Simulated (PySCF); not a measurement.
# CH₄OSi: electronic excitations and core binding energies

What electronic excitations and core binding energies should CH₄OSi (`O=C[SiH3]`) show?

The runs use PySCF 2.14.0, with density-fitted response routines of our own; the level of theory stands in each step. All values are computed, except where a source is named. Atoms count from 0, in the outputs and in this text.

## Step 1: Starting geometry

7 atoms, charge 0, multiplicity 1; geometry from: GFN2-xTB.

Bonds of the start (Å): O0–C1 1.20, C1–Si2 1.92, C1–H3 1.11, Si2–H4 1.46, Si2–H5 1.46, Si2–H6 1.46.

## Step 2: TDDFT and polarisability: B3LYP/def2-SVPD

Job settings and geometry (Å):

```
{"job": {"kind": "uv", "xc": "B3LYP", "basis": "def2-SVPD", "nstates": 8, "ntriplets": 3}, "charge": 0, "multiplicity": 1}
O      1.732482    -1.067240     0.001071
C      1.114954    -0.033732    -0.026841
Si    -0.806527     0.032523     0.009307
H      1.677203     0.925858    -0.071841
H     -1.295963    -0.768526    -1.107758
H     -1.185940     1.438698    -0.121299
H     -1.232876    -0.522677     1.290284
```

Method: TDDFT B3LYP/def2-SVPD, vertical, gas phase, core orbitals frozen in the response.

On the command line:

```
$ OMP_NUM_THREADS=1 python probes_run.py task.json out
```

One launch serves the whole session: the jobs run in the order shown.

What it wrote:

```text
coarse grid: 6280 points
cycle   1  E = -404.8772679874  dE =  1.815e-01  |g| = 7.089e-01  |ddm| = 2.863e+00
cycle   2  E = -404.3046153469  dE =  5.727e-01  |g| = 1.788e+00  |ddm| = 2.333e+00
cycle   3  E = -404.9819369098  dE = -6.773e-01  |g| = 3.619e-02  |ddm| = 1.962e+00
cycle   4  E = -404.9821718730  dE = -2.350e-04  |g| = 2.517e-02  |ddm| = 8.490e-02
cycle   5  E = -404.9823190619  dE = -1.472e-04  |g| = 7.904e-03  |ddm| = 2.888e-02
cycle   6  E = -404.9823354021  dE = -1.634e-05  |g| = 1.590e-03  |ddm| = 1.105e-02
cycle   7  E = -404.9823359094  dE = -5.073e-07  |g| = 2.802e-04  |ddm| = 1.892e-03
final grid: 55832 points
cycle   8  E = -405.0437097195  dE = -6.802e-06  |g| = 2.637e-03  |ddm| = 2.592e-02
cycle   9  E = -405.0437045228  dE =  5.197e-06  |g| = 5.799e-03  |ddm| = 6.082e-03
cycle  10  E = -405.0437111273  dE = -6.604e-06  |g| = 3.883e-04  |ddm| = 3.933e-03
cycle  11  E = -405.0437111654  dE = -3.809e-08  |g| = 6.316e-05  |ddm| = 5.451e-04
cycle  12  E = -405.0437111664  dE = -1.003e-09  |g| = 2.029e-05  |ddm| = 1.050e-04
cycle  13  E = -405.0437111665  dE = -1.330e-10  |g| = 3.346e-06  |ddm| = 4.246e-05
converged SCF energy = -405.0437111665

Static polarisability (au): isotropic 44.636, principal 36.731 44.263 52.913

Singlet excitations
state   eV       nm        f      main configurations
  1   3.1552    393.0   0.00048   H->L 0.99
  2   6.0090    206.3   0.03663   H->L+1 0.98
  3   6.6234    187.2   0.04626   H->L+2 0.77, H->L+3 0.21
  4   6.8655    180.6   0.02263   H->L+3 0.66, H-1->L 0.18, H->L+2 0.14
  5   6.9933    177.3   0.00856   H-2->L 0.98
  6   7.2329    171.4   0.01123   H->L+4 0.91
  7   7.3143    169.5   0.18775   H-1->L 0.64
  8   7.4198    167.1   0.05602   H->L+5 0.91

Triplet excitations (Tamm-Dancoff, eV): 2.4928 5.6035 5.7212
```

It took 7.5 s on 1 thread of Arm Neoverse N1, shared host; peak memory 0.39 GiB.

Frontier orbitals and where they lie:

```
orbital      eV                       atoms
 HOMO−3  -11.44   O0 53 %, C1 30 %, Si2 8 %
 HOMO−2  -10.12  Si2 41 %, H5 32 %, H4 12 %
 HOMO−1  -10.01  Si2 36 %, H6 24 %, H4 21 %
   HOMO   -6.97  O0 53 %, C1 21 %, Si2 12 %
   LUMO   -2.07  C1 41 %, O0 32 %, Si2 14 %
 LUMO+1   -0.03  Si2 40 %, C1 16 %, H5 13 %
 LUMO+2    0.42  Si2 57 %, H4 13 %, H6 13 %
```

With each of the 8 states as a Gaussian band of 0.4 eV half-width at 1/e, the curve within the window shown has maxima at 170 nm (ε 11,000) L/(mol cm). Beyond the last state computed it falls off for lack of states. The curve at chosen wavelengths:

```tsv
nm	ε (L/mol/cm)
161	4139
174	9362
187	3388
200	1872
213	1257
226	286
239	24
252	1
265	0
278	0
291	0
304	0
317	1
329	2
342	5
355	9
368	14
381	18
394	19
407	18
420	15
433	12
446	8
459	5
472	3
485	2
```

Further results of this job:

```
           property  computed
  dipole moment (D)      2.38
polarisability (Å³)      6.61
 HOMO–LUMO gap (eV)      4.89
      −ε(HOMO) (eV)      6.97
```

## Step 3: X-ray photoelectron lines: SCAN, X2C

Settings changed since step 2:

```diff
@@ -1,2 +1,2 @@
-{"job": {"kind": "uv", "xc": "B3LYP", "basis": "def2-SVPD", "nstates": 8, "ntriplets": 3}, "charge": 0, "multiplicity": 1}
+{"job": {"kind": "xps"}, "charge": 0, "multiplicity": 1}
 O      1.732482    -1.067240     0.001071
```

Level: delta-SCF UKS SCAN, pcX-2 on the ionised atom, pcseg-1 elsewhere, spin-free X2C.

What it wrote:

```text
ground state, core basis on atom 0 (O), 97 functions
  cycle   1  E = -405.65596074  |g| = 7.65e-01
  cycle   2  E = -404.79921384  |g| = 2.12e+00
  cycle   3  E = -405.76201977  |g| = 1.04e-01
  cycle   4  E = -405.76389270  |g| = 5.31e-02
  cycle   5  E = -405.76460250  |g| = 1.50e-02
  cycle   6  E = -405.76466322  |g| = 4.06e-03
  cycle   7  E = -405.76466712  |g| = 6.05e-04
  cycle   8  E = -405.76466859  |g| = 7.25e-05
  E(ground) = -405.79772431 Eh
hole in O 1s of atom 0
  cycle   1  E = -385.14639926  |g| = 2.22e+00
  cycle   2  E = -383.99745755  |g| = 2.37e+00
  cycle   3  E = -385.74651341  |g| = 5.90e-01
  cycle   4  E = -385.77032547  |g| = 5.46e-01
  cycle   5  E = -385.96689759  |g| = 9.89e-02
  cycle   6  E = -385.97369689  |g| = 2.32e-02
  cycle   7  E = -385.97404915  |g| = 4.55e-03
  cycle   8  E = -385.97406614  |g| = 1.39e-03
  cycle   9  E = -385.97406818  |g| = 7.83e-04
  cycle  10  E = -385.97406920  |g| = 2.14e-04
  E(ion) = -386.00830805 Eh   <S^2> = 0.7689   hole on atom = 1.000   binding energy = 538.497 eV
ground state, core basis on atom 1 (C), 97 functions
  cycle   1  E = -405.73982780  |g| = 7.77e-02
  cycle   2  E = -405.73650933  |g| = 1.40e-01
  cycle   3  E = -405.74015499  |g| = 3.47e-02
  cycle   4  E = -405.74038559  |g| = 7.62e-03
  cycle   5  E = -405.74039842  |g| = 6.89e-04
  cycle   6  E = -405.74039957  |g| = 1.31e-04
  E(ground) = -405.77530362 Eh
hole in C 1s of atom 1
  cycle   1  E = -394.40608738  |g| = 1.49e+00
  cycle   2  E = -392.30303296  |g| = 2.17e+00
  cycle   3  E = -394.51161543  |g| = 8.75e-01
  cycle   4  E = -394.77730360  |g| = 6.80e-01
  cycle   5  E = -394.94282790  |g| = 2.08e-01
  cycle   6  E = -394.95959787  |g| = 2.50e-02
  cycle   7  E = -394.96044321  |g| = 1.56e-02
  cycle   8  E = -394.96097987  |g| = 1.18e-02
  cycle   9  E = -394.96156773  |g| = 5.80e-03
  cycle  10  E = -394.96165789  |g| = 2.51e-03
  cycle  11  E = -394.96166133  |g| = 1.24e-03
  cycle  12  E = -394.96166633  |g| = 4.01e-04
  E(ion) = -394.99474176 Eh   <S^2> = 0.8782   hole on atom = 1.000   binding energy = 293.354 eV
ground state, core basis on atom 2 (Si), 108 functions
  cycle   1  E = -405.82844669  |g| = 2.86e-01
  cycle   2  E = -405.82825842  |g| = 4.90e-02
  cycle   3  E = -405.82641740  |g| = 1.04e-01
  cycle   4  E = -405.82858653  |g| = 1.51e-02
  cycle   5  E = -405.82862325  |g| = 1.34e-03
  cycle   6  E = -405.82862417  |g| = 2.30e-04
  E(ground) = -405.82181641 Eh
hole in Si 1s of atom 2
  cycle   1  E = -336.89700876  |g| = 4.35e+00
  cycle   2  E = -336.82581096  |g| = 2.23e+00
  cycle   3  E = -337.14560594  |g| = 1.29e+00
  cycle   4  E = -337.78156148  |g| = 6.53e-01
  cycle   5  E = -337.92931905  |g| = 2.08e-01
  cycle   6  E = -337.94891203  |g| = 5.09e-02
  cycle   7  E = -337.95032038  |g| = 1.56e-02
  cycle   8  E = -337.95046410  |g| = 2.57e-03
  cycle   9  E = -337.95046866  |g| = 6.78e-04
  cycle  10  E = -337.95046821  |g| = 2.50e-04
  E(ion) = -337.95149177 Eh   <S^2> = 0.7526   hole on atom = 1.000   binding energy = 1846.846 eV
hole in Si 2p of atom 2
  cycle   1  E = -401.55281576  |g| = 1.23e+00
  cycle   2  E = -401.25592698  |g| = 1.26e+00
  cycle   3  E = -401.61075724  |g| = 7.73e-01
  cycle   4  E = -401.85777984  |g| = 1.64e-01
  cycle   5  E = -401.86650748  |g| = 7.32e-02
  cycle   6  E = -401.86965047  |g| = 1.75e-02
  cycle   7  E = -401.86981878  |g| = 3.23e-03
  cycle   8  E = -401.86982541  |g| = 1.28e-03
  cycle   9  E = -401.86982657  |g| = 3.90e-04
  E(ion) = -401.87491049 Eh   <S^2> = 0.7532   hole on atom = 1.002   binding energy = 107.401 eV
  2p3/2 = 107.186 eV   2p1/2 = 107.809 eV
```

It took 19 s on 1 thread of Arm Neoverse N1, shared host; peak memory 0.4 GiB.

The holes in one table. −ε is the ground-state orbital energy:

```
       hole  stands for               environment  ΔSCF (eV; 2p as the shell's mean)  −ε (eV)   ⟨S²⟩
  O1s on O0          O0           carbonyl oxygen                             538.50    517.0  0.769
  C1s on C1          C1           carbonyl carbon                  293.35 (doubtful)    276.1  0.878
Si1s on Si2         Si2  silicon bonded to C, 3 H                            1846.85   1793.5  0.753
Si2p on Si2         Si2  silicon bonded to C, 3 H                             107.39     96.4  0.753
```

Doubtful: the ion did not converge, its hole moved, or its ⟨S²⟩ is well above 0.75.

With the spin-orbit splitting: Si2 2p3/2 107.19, 2p1/2 107.81 eV. The table gives each 2p level as the mean over the whole 2p shell (two parts 2p3/2, one part 2p1/2), which differs a little from the single hole in the log.

## Step 4: What came out

| quantity | value |
| --- | --- |
| lowest singlet (B3LYP/def2-SVPD) | 3.16 eV (393 nm), f = 0.000 |
| brightest single state of those computed | state 7, 7.31 eV, f = 0.188 |
| lowest triplet | 2.49 eV |
| O1s binding energies, SCAN/pcX-2 | O0 538.50 eV |
| Si1s binding energies, SCAN/pcX-2 | Si2 1846.85 eV |
| Si2p binding energies, SCAN/pcX-2 | Si2 107.39 eV |

**Reading.** The lowest singlet, at 3.16 eV, is HOMO→LUMO 0.99 and is dark; of the 8 states computed, the strongest absorption comes from state 7 at 7.31 eV. The lowest triplet lies 0.66 eV below the lowest singlet (triplets in Tamm-Dancoff, singlets in full TDDFT). States above −ε(HOMO) lie where TDDFT describes them poorly and they hang on the basis; the brightest is among them.
